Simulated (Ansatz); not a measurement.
Born–Oppenheimer molecular dynamics of BClFH2 (5 atoms, charge 0, multiplicity 2). It starts at the highest image of a converged band, a first-order saddle point between two minima.

The calculation used UKS PBE0-D4/def2-SVP (Ansatz 0.2.0).

* ensemble: NVE (velocity Verlet)
* time step: 0.5 fs
* steps asked: 200
* starting velocities drawn for: 300 K
* seed: 2639

First frame:

```xyz
5
Properties=species:S:1:pos:R:3
B 0.020 0.246 0.080
Cl 0.044 0.596 2.064
H 1.036 -0.324 -0.240
F -1.182 -0.151 -0.310
H -0.030 -0.367 3.042
```

(1) How far do the bonds stretch over the last three quarters of this one trajectory? (Pairs bonded in most of those frames.)

## Answers

(1) 
```tsv
bond	mean (Å)	spread (Å)	shortest	longest
B1–H3	1.220	0.036	1.16	1.27
B1–F4	1.317	0.027	1.27	1.36
Cl2–H5	1.308	0.037	1.25	1.40
```

Pairs bonded in part of these frames only: B1–Cl2 35 %.

Mean temperature of the second half: 564 K. The conserved energy stayed within 0.16 meV per atom of its start (net change 0.11 meV per atom), so the integration is sound. The kinetic energy rose, since the run started high on the potential surface and went downhill. It ends in pieces (BFH + ClH), so much of that is their flight and rotation, not heat. A run of 0.1 ps of so small a system gives no equilibrium averages.

The run took 3.5 min on 1 thread of Intel(R) Xeon(R) 6975P-C (Granite Rapids) (shared host), peak memory 0.14 GiB.
